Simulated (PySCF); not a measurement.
methane (CH₄), SMILES C. Atoms are numbered in the order given.

```xyz
5

C      0.0000     0.0000     0.0000
H      0.6291    -0.6291     0.6291
H     -0.6291    -0.6291    -0.6291
H     -0.6291     0.6291     0.6291
H      0.6291     0.6291    -0.6291
```

The structure is a stationary point at PBE0-D3(BJ)/def2-TZVPD.

The numbers are results of B3LYP/pcJ-1 (PySCF), not measurements.

Isotropic couplings with Fermi-contact, spin-dipole and both spin-orbit terms, one fixed conformer, no vibrational averaging. Isotopes: 13C, 1H.

Problem. Estimate the spin–spin coupling constants. (Estimate from the structure and the level; the computed values follow.)

Solution. 
```
pair   bonds apart  J (Hz)
-----  -----------  ------
C1–H2            1   132.9
C1–H3            1   132.9
C1–H4            1   132.9
C1–H5            1   132.9
H2–H3            2   -13.3
H2–H4            2   -13.3
H2–H5            2   -13.3
H3–H4            2   -13.3
H3–H5            2   -13.3
H4–H5            2   -13.3
```
